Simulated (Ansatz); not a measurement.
## Relative stability

The two ends of one reaction step of CH₄F, doublet (PBE0-D4/def2-TZVP).

A:

```xyz
6
angstrom
H -0.5098 0.6078 0.2501
C -0.3718 -0.2179 -0.4518
F 0.8502 -0.8067 -0.2185
H 1.5878 1.2197 2.2070
H -0.3970 0.1584 -1.4770
H -1.1594 -0.9613 -0.3097
```

B:

H1  (1.049, 0.927, 1.574)
C2  (-0.631, -0.495, -0.887)
F3  (0.570, -0.819, -0.413)
H4  (1.076, 1.456, 2.100)
H5  (-0.623, 0.066, -1.812)
H6  (-1.441, -1.135, -0.561)
(Å)

Ansatz 0.2.0; basis: def2-TZVPP; cores frozen in the correlated methods; orbitals are unrestricted. B3LYP uses VWN-RPA correlation.

(1) Which structure is lower at CCSD(T), and by how much? (To be estimated.)

(2) Do the other methods give the same order? (Judge from chemistry; the calculation decides.)

T1 diagnostic: at most 0.015. ⟨S²⟩ of the unrestricted Hartree–Fock references: 0.75 to 0.76 (a pure state has 0.75).

Results:

(1) Computed: B, by 0.054 eV (electronic energy, against the other). By their contacts, A is a complex of CH₃F ([CH3][F]) + H and B is a complex of CH₂F ([CH2][F]) + H₂.

(2) By the calculation: Not all: SPW92, PBE-QIDH, HF, MP2 give the other order.

```tsv
method	E(B) − E(A) (eV)
SPW92	0.072
PBE-D4	-0.042
BLYP-D4	-0.213
r2SCAN-D4	-0.197
B97M-V	-0.039
PBE0-D4	-0.015
B3LYP-D4	-0.173
r2SCAN0-D4	-0.175
BHLYP-D4	-0.135
CAM-B3LYP-D4	-0.122
wB97X-V	-0.032
wB97M-V	-0.051
B2PLYP	-0.092
PBE-QIDH	0.038
RPA on PBE	-0.090
HF	0.000
MP2	0.125
CCSD	-0.076
CCSD(T)	-0.054
```

Labels in which every atom is bracketed show which atoms are joined, not bond orders.

For scale, one of the runs: CCSD(T)/def2-TZVPP, 118 basis functions, launched by `ansatz run in.yaml --threads 2 --pin off --events-out ev --progress --plain --max-ram 4352MiB`. Hardware: 2 CPU threads of an Arm Neoverse V2, shared host. Wall time 16 s; peak host memory 1.1 GiB.
